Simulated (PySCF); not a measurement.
## C2H6Si

C2H6Si is a silylene (divalent Si1, bonded to 2 C), neutral, singlet. The structure, one conformer, was relaxed in the gas phase by PBE0-D3(BJ)/def2-SVP. No frequency run checks that it is a minimum.

The lowest triplet lies only 1.24 eV up at this geometry (Tamm-Dancoff CAM-B3LYP/def2-SVPD). Shieldings at and next to the centre that carries it rest on this small gap and are unreliable.

SMILES: C[Si]C

| atom | x (Å) | y (Å) | z (Å) |
| --- | --- | --- | --- |
| Si1 | -0.236 | 0.911 | 0.901 |
| C2 | -1.208 | 0.392 | -0.658 |
| C3 | 1.189 | -0.348 | 0.737 |
| H4 | -0.603 | 0.667 | -1.544 |
| H5 | -2.182 | 0.895 | -0.754 |
| H6 | -1.358 | -0.700 | -0.717 |
| H7 | 1.931 | -0.277 | 1.546 |
| H8 | 1.711 | -0.193 | -0.226 |
| H9 | 0.798 | -1.382 | 0.708 |

Shieldings: GIAO PBE0/pcSseg-2. Shifts are against computed references at the same level: C TMS (σ 184.1 ppm), H TMS (σ 31.24 ppm), Si TMS (σ 341.3 ppm). Core levels by delta-SCF with SCAN, pcX-2 on the ionised atom and pcseg-1 elsewhere, spin-free X2C (2p3/2 is the spin-free 2p value less a third of a first-order spin-orbit splitting); from the vacuum level, for chosen atoms.

(1) Give the NMR and core-level values of the distinct atoms.

(2) By CAM-B3LYP/def2-SVPD (TDDFT singlets, Tamm-Dancoff triplets, ionisation by delta-SCF), where does absorption start, and what does vertical ionisation take?

## Answers

(1) 
```tsv
atoms	bonded to	σ (ppm)	δ (ppm)	core level (eV)
Si1	2 C	-446.1	787.4	2p3/2 106.92
C2	1 Si + 3 H	144.0	40.2	1s 289.97
C3	1 Si + 3 H	144.4	39.7	1s 289.96
H4 H5 H6	1 C	29.47	1.77	-
H7 H8 H9	1 C	29.48	1.76	-
```

Values are those of this one static structure, with the three H of a rotating XH3 group averaged; atoms that internal rotation interchanges would show their mean in an NMR spectrum. The mean hides a wide spread in H4 H5 H6 (σ from 27.8 to 30.7 ppm); H7 H8 H9 (σ from 27.8 to 30.4 ppm).

(2) The lowest singlet lies at 2.57 eV (f 0.020), the strongest of the first 6 at 6.71 eV (f 0.365), the lowest triplet at 1.24 eV; vertical ionisation takes 8.18 eV.
